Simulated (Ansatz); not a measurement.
Frontier orbitals of FHO (`OF`).

The species carries charge 0 and has multiplicity 1. The structure was optimised at the PBE0-D4/def2-TZVP level. Basis def2-TZVPP, Ansatz 0.2.0.

A caution on the coupled-cluster cation, which keeps the state that its UHF reference found: large T1 diagnostic of the cation; spin contamination of the cation.

Orbital energies of one run (eV). Highest occupied ones, from the top: -9.51, -11.36, -14.03, -14.61, -16.52, -28.19, -36.29, -529.79, -679.93. Empty: -0.70, 1.58, 10.89, 11.76, 12.17, 12.44.

(1) Which functional gave them?
A. BHLYP
B. PBE
C. r2SCAN0
D. LC-ωPBE

Results:

(1) C. HOMO energies: r2SCAN0 -9.51, PBE -7.04, BHLYP -11.31, LC-ωPBE -12.12 eV.

LC-ωPBE has ω = 0.4 bohr⁻¹.
